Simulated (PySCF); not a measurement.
SiCl4, SMILES Cl[Si](Cl)(Cl)Cl. Heavy atoms are numbered as in [Cl:1][Si:2]([Cl:3])([Cl:4])[Cl:5].

Geometry: ωB97X-D3(BJ)/def2-SVP. The isomer is the one that the SMILES or the coordinates give; other isomers of the formula were not compared.

These are PySCF with PBE0/pcSseg-1 values and carry that method's errors.

GIAO shieldings, no solvent; atoms alike by connectivity are averaged. δ = σ(ref) − σ: ³⁵Cl against HCl (σ = 945.9 ppm); ²⁹Si against TMS (σ = 352.7 ppm), references at their B3LYP-D3(BJ)/def2-TZVP geometries, non-relativistic (without spin–orbit terms, shifts of atoms bonded to Cl or Br come out too high).

```csv
nucleus,atoms,count,δ (ppm)
³⁵Cl,Cl1,4,193.7
²⁹Si,Si2,1,19.1
```
